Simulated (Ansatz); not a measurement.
# F2Si: the cost of one run

Method: DFT r2SCAN, Gaussian basis aug-cc-pV(T+d)Z, and further levels as typed in the inputs, in Ansatz 0.2.0.

## 1. The starting structure

Bond lengths: Si1–F2 1.590 Å, Si1–F3 1.590 Å. Angles: F2–Si1–F3 100.2°.

Structure file:

```xyz
3

Si    0.0000    0.0000    0.0000
F     1.2200    0.0000    1.0200
F    -1.2200    0.0000    1.0200
```

## 2. Relaxing the atoms: F2Si

Contents of input.yaml:

```yaml
relax:
  f_tol: 0.001
  max_steps: 200
crystal:
  periodic: [false, false, false]
  atoms:
    - { symbol: Si, position_ang: [0.0, 0.0, 0.0] }
    - { symbol: F, position_ang: [1.22, 0.0, 1.02] }
    - { symbol: F, position_ang: [-1.22, 0.0, 1.02] }
basis:
  gaussian: { orbitals: "aug-cc-pV(T+d)Z.json" }
hamiltonian:
  xc: r2scan
```

On the command line:

```sh
> ansatz run input.yaml --threads 4 --pin off --max-ram 8192MiB --backend cpu --events-out ev --progress --plain --runs-dir out
```

Q: Estimate wall time and peak memory on 4 threads of Intel Xeon Platinum 8488C (Sapphire Rapids), shared host.

About 5.2 s, with a peak of 0.27 GiB.
